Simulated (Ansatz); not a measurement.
```xyz
4

C    -0.011   -0.513   -1.733
N    -0.004   -0.180   -0.607
N     0.004    0.180    0.607
C     0.011    0.513    1.733
```

The species carries charge 0 and has multiplicity 1.

List the r2SCAN/def2-TZVPP orbital energies in eV (Ansatz). (An estimate is asked.)

The calculation gave: Occupied: -389.24, -389.24, -275.88, -275.88, -29.70, -25.25, -21.50, -13.59, -13.59, -9.40, -9.40, -9.27, -8.89. Lowest empty: -2.83, -2.83, 0.69, 0.69, 1.76, 1.97, 5.13, 5.85.
